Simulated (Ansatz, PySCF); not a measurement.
Molecule: dimethylamine, C₂H₇N, charge 0, multiplicity 1. 
Geometry from a B3LYP-D3(BJ)/def2-TZVP (Ansatz, a first-principles code) optimisation:
```xyz
10

C     -0.0183    -0.2257     1.2115
N     -0.0165     0.5806     0.0024
C     -0.0428    -0.2163    -1.2126
H      0.7946    -0.9698     1.2537
H      0.0610     0.4203     2.0868
H     -0.9638    -0.7689     1.2836
H      0.7920     1.1896    -0.0034
H      0.7690    -0.9601    -1.2770
H      0.0189     0.4364    -2.0843
H     -0.9897    -0.7590    -1.2698
```


Property: enthalpy of formation at 298 K (from the atomisation energy, B3LYP-D3(BJ)/def2-TZVP harmonic zero-point and thermal terms from PySCF, and the atoms' enthalpies of formation in the G2/97 table; no spin-orbit terms, and no core term in the frozen-core levels), in kJ/mol. Cores are frozen in the correlated levels unless marked. UHF or UKS for open shells. Spin-orbit coupling is left out. No relativistic terms. The coupled-cluster limit lacks core correlation, which all-electron functionals hold. Basis-set limits of correlation are two-point, X^-3; Hartree-Fock from the larger set. [CCSD(T)-MP2]/basis is that difference in the basis named.

| level | program | enthalpy of formation at 298 K (kJ/mol) | minus last row |
|---|---|---|---|
| HF/cc-pVTZ | Ansatz | 973.5 | 988.7 |
| SVWN5/def2-TZVPD | Ansatz | -508.3 | -493.1 |
| BLYP-D3(BJ)/def2-TZVPD | Ansatz + dftd3 | -18.2 | -3.0 |
| revPBE-D3(BJ)/def2-TZVPD | Ansatz + dftd3 | 8.7 | 23.9 |
| revPBE-D4/def2-TZVPD | Ansatz + dftd4 | -0.7 | 14.5 |
| revPBE/def2-TZVPD | Ansatz | 45.8 | 61.0 |
| r2SCAN/def2-TZVPD | Ansatz | 2.1 | 17.3 |
| r2SCAN-D3(BJ)/def2-TZVPD | Ansatz + dftd3 | -1.5 | 13.7 |
| PBE0/def2-TZVP | Ansatz | -10.9 | 4.3 |
| PBE0/def2-QZVPP | Ansatz | -19.7 | -4.5 |
| BHLYP-D4/def2-TZVPD | Ansatz + dftd4 | 67.5 | 82.7 |
| CAM-B3LYP/def2-TZVPD | Ansatz | -31.1 | -15.9 |
| LC-wPBE-D4/def2-TZVPD | Ansatz + dftd4 | -15.4 | -0.2 |
| LC-wPBE/def2-TZVPD | Ansatz | -2.5 | 12.7 |
| wB97X-V/def2-TZVPD | Ansatz | -21.2 | -6.0 |
| B2PLYP/def2-TZVPD | Ansatz | 28.7 | 43.9 |
| RPA@PBE/cc-pVTZ | Ansatz | 186.1 | 201.3 |
| MP2/6-31G* | Ansatz | 331.4 | 346.6 |
| SCS-MP2/aug-cc-pVDZ | Ansatz | 201.8 | 217.0 |
| CCSD/aug-cc-pVDZ | Ansatz | 255.4 | 270.6 |
| RI-MP2/CBS(aug-cc-pVTZ,aug-cc-pVQZ)+[CCSD(T)-MP2]/aug-cc-pVTZ | Ansatz | -15.2 | 0.0 |
